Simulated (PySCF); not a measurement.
Species: 2-cyclobutene-1-one, C4H4O.
Bonds: O1–C2 (double), C2–C3, C3–C4 (double), C4–C5, C2–C5. Hydrogens: H6 on C3; H7 on C4; H8, H9 on C5.

The same species was optimised twice, with GFN2-xTB and with PBE0-D3(BJ)/def2-SVP (PySCF), and the same property calculations (PySCF, gas phase) were run on both structures.

```csv
coordinate,GFN2-xTB,PBE0-D3(BJ)/def2-SVP,change
C4–H7 (Å),1.075,1.093,+0.018
C3–H6 (Å),1.074,1.092,+0.018
C2–C3 (Å),1.478,1.492,+0.014
C5–H8 (Å),1.089,1.103,+0.014
C5–H9 (Å),1.089,1.103,+0.014
C3=C4 (Å),1.340,1.350,+0.010
C2–C5 (Å),1.547,1.555,+0.008
C4–C5 (Å),1.510,1.516,+0.006
O1=C2 (Å),1.194,1.195,+0.001
C3–C4–H7 (°),133.7,132.3,-1.4
C2–C3–H6 (°),133.4,134.6,+1.2
C2–C3–C4 (°),92.2,91.2,-1.0
C3–C4–C5 (°),95.7,96.6,+0.9
C4–C5–H8 (°),116.1,116.7,+0.6
C3–C2–C5 (°),88.8,89.4,+0.6
C5–C4–H7 (°),130.6,131.1,+0.5
C2–C5–C4 (°),83.3,82.9,-0.4
```

Rotational constants: A = 12956, B = 5350, C = 3879 MHz (GFN2-xTB) against A = 12636, B = 5339, C = 3846 MHz (PBE0-D3(BJ)/def2-SVP). Point groups within 0.08 Å: Cs and Cs. Atoms that the bonding makes alike are paired by their places after alignment.

On the GFN2-xTB structure: lowest singlet, TDDFT (eV) 3.81 [B3LYP/def2-SVPD]; lowest triplet, Tamm–Dancoff (eV) 3.39 [B3LYP/def2-SVPD]; isotropic polarisability (au) 47.7 [B3LYP/def2-SVPD]; HOMO (eV) -7.19 [B3LYP/def2-SVPD]; LUMO (eV) -1.85 [B3LYP/def2-SVPD]; dipole (D) 3.61 [B3LYP/def2-SVPD]; HOMO (eV) -7.39 [PBE0/pcSseg-1]; LUMO (eV) -1.55 [PBE0/pcSseg-1]; dipole (D) 3.36 [PBE0/pcSseg-1]; GIAO shielding of O1 (ppm) -280.9 [PBE0/pcSseg-1]; GIAO shielding of C2 (ppm) -3.6 [PBE0/pcSseg-1]; GIAO shielding of C3 (ppm) 38.3 [PBE0/pcSseg-1]; GIAO shielding of C4 (ppm) 14.7 [PBE0/pcSseg-1]; GIAO shielding of C5 (ppm) 134.0 [PBE0/pcSseg-1].

**Question.** What do these properties become on the PBE0-D3(BJ)/def2-SVP structure?

**Answer.** 
```json
{"property": "lowest singlet, TDDFT (eV)", "level": "B3LYP/def2-SVPD", "on GFN2-xTB": "3.81", "on PBE0-D3(BJ)/def2-SVP": "3.85", "change": "+0.04"}
{"property": "lowest triplet, Tamm–Dancoff (eV)", "level": "B3LYP/def2-SVPD", "on GFN2-xTB": "3.39", "on PBE0-D3(BJ)/def2-SVP": "3.43", "change": "+0.04"}
{"property": "isotropic polarisability (au)", "level": "B3LYP/def2-SVPD", "on GFN2-xTB": "47.7", "on PBE0-D3(BJ)/def2-SVP": "48.5", "change": "+0.8"}
{"property": "HOMO (eV)", "level": "B3LYP/def2-SVPD", "on GFN2-xTB": "-7.19", "on PBE0-D3(BJ)/def2-SVP": "-7.21", "change": "-0.02"}
{"property": "LUMO (eV)", "level": "B3LYP/def2-SVPD", "on GFN2-xTB": "-1.85", "on PBE0-D3(BJ)/def2-SVP": "-1.84", "change": "+0.01"}
{"property": "dipole (D)", "level": "B3LYP/def2-SVPD", "on GFN2-xTB": "3.61", "on PBE0-D3(BJ)/def2-SVP": "3.57", "change": "-0.04"}
{"property": "energy, GFN2-xTB geometry as zero (kcal/mol)", "level": "B3LYP/def2-SVPD", "on GFN2-xTB": "0.0", "on PBE0-D3(BJ)/def2-SVP": "-0.8", "change": "-0.8"}
{"property": "HOMO (eV)", "level": "PBE0/pcSseg-1", "on GFN2-xTB": "-7.39", "on PBE0-D3(BJ)/def2-SVP": "-7.41", "change": "-0.02"}
{"property": "LUMO (eV)", "level": "PBE0/pcSseg-1", "on GFN2-xTB": "-1.55", "on PBE0-D3(BJ)/def2-SVP": "-1.53", "change": "+0.02"}
{"property": "dipole (D)", "level": "PBE0/pcSseg-1", "on GFN2-xTB": "3.36", "on PBE0-D3(BJ)/def2-SVP": "3.33", "change": "-0.03"}
{"property": "energy, GFN2-xTB geometry as zero (kcal/mol)", "level": "PBE0/pcSseg-1", "on GFN2-xTB": "0.0", "on PBE0-D3(BJ)/def2-SVP": "-0.3", "change": "-0.3"}
{"property": "GIAO shielding of O1 (ppm)", "level": "PBE0/pcSseg-1", "on GFN2-xTB": "-280.9", "on PBE0-D3(BJ)/def2-SVP": "-279.8", "change": "+1.1"}
{"property": "GIAO shielding of C2 (ppm)", "level": "PBE0/pcSseg-1", "on GFN2-xTB": "-3.6", "on PBE0-D3(BJ)/def2-SVP": "-3.8", "change": "-0.2"}
{"property": "GIAO shielding of C3 (ppm)", "level": "PBE0/pcSseg-1", "on GFN2-xTB": "38.3", "on PBE0-D3(BJ)/def2-SVP": "34.8", "change": "-3.5"}
{"property": "GIAO shielding of C4 (ppm)", "level": "PBE0/pcSseg-1", "on GFN2-xTB": "14.7", "on PBE0-D3(BJ)/def2-SVP": "11.3", "change": "-3.4"}
{"property": "GIAO shielding of C5 (ppm)", "level": "PBE0/pcSseg-1", "on GFN2-xTB": "134.0", "on PBE0-D3(BJ)/def2-SVP": "132.1", "change": "-1.9"}
```

The heavy atoms differ by 0.009 Å rms after alignment. Among all bonds C3–H6 and C4–H7 change most and about equally (+0.018 Å). Changes are differences of the printed values. Neither structure is proved a minimum here.
